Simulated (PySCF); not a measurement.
From computed data to an observable: dipole moment from atomic charges

water (H₂O), SMILES O. Atoms are numbered in the order given.

```xyz
3

O      0.0000     0.0000    -0.1180
H      0.0000    -0.7639     0.4721
H      0.0000     0.7639     0.4721
```

Geometry: TPSSh-D3(BJ)/def2-TZVPD.

Charges (e) from PySCF with CAM-B3LYP/def2-TZVPD:

```json
[
 {"atom": "O1", "IAO": "-0.733", "ESP fit": "-0.710"},
 {"atom": "H2", "IAO": "0.366", "ESP fit": "0.355"},
 {"atom": "H3", "IAO": "0.366", "ESP fit": "0.355"}
]
```

The dipole moment of the full density is 1.90 D.

### Question
What dipole moment does each set of point charges give, and which comes closer to that of the density?

### Answer

μ = Σ q r, and 1 e Å = 4.8032 D.
IAO: Σ q r = (0.000, 0.000, 0.432) e Å, |μ| = 2.08 D.
ESP fit: Σ q r = (0.000, 0.000, 0.419) e Å, |μ| = 2.01 D.
ESP fit comes closer in size. Point charges leave out the atoms' own dipoles (lone pairs, polarised bonds); fits to the potential absorb them, partitions of the density don't.
